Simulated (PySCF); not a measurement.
**How good is the calculation?**

Mapped SMILES: `[CH3:1][CH2:2][C:3]([NH2:4])=[O:5]`. Hydrogens are named by the atom that carries them. Ha(N4) is cis to the C=O or C=S heteroatom; Hb(N4) is trans to the C=O or C=S heteroatom.

The experiment to reproduce: δ 13C C2 29.0; C1 9.7; δ 1H H(C2) 2.23; H(C1) 1.13 ppm (measured; solution, not stated per compound (mostly CDCl3 or CCl4); Pretsch, Buehlmann, Badertscher, Structure Determination of Organic Compounds, 4th ed. (2009)).

[PySCF: structure optimised with PBE0-D3(BJ)/def2-TZVP; NMR shieldings at B97-2/pcSseg-2/GIAO; one computed conformer; isolated molecule; equivalent nuclei averaged; relativity neglected]

(1) What does the calculation give, and how does it compare?

(2) How far are the unscaled 13C shifts from the references?

(3) How far are the unscaled 1H shifts from the references?

Answers

(1) 
Reference values: measured (solution, not stated per compound (mostly CDCl3 or CCl4); Pretsch, Buehlmann, Badertscher, Structure Determination of Organic Compounds, 4th ed. (2009)).
```tsv
atoms	quantity	reference	computed	computed, scaled
C2	δ 13C	29.0	30.3	27.2
C1	δ 13C	9.7	10.5	8.1
H(C2)	δ 1H	2.23	2.15	2.16
H(C1)	δ 1H	1.13	1.05	1.13
```

Computed shifts are σ(ref) − σ with the named reference compound (TMS for H and C) calculated as an isolated molecule at the same level. The measured values may be among those fitted. Empirical linear scaling, fitted to shifts measured mostly in CDCl3 for H and C (δ vs TMS): 13C (scatter 2.0 ppm rms, 2.1 ppm with the 1 outlier that the fit left out); 1H (scatter 0.14 ppm rms, 0.16 ppm with the 4 outliers that the fit left out). Occasional misses reach two or three times the rms, and more in compound classes unlike the fitted ones. H not on carbon is unscaled (vs computed TMS).

(2) Mean signed difference +1.05 ppm, mean absolute 1.05 ppm over 2 comparisons; the largest is +1.3 ppm at C2 (sp3 CH2 α to a carbonyl).

(3) Mean signed difference -0.08 ppm, mean absolute 0.08 ppm over 2 comparisons; the largest is -0.08 ppm at H(C2) (hydrogen on an sp3 CH2 α to a carbonyl).
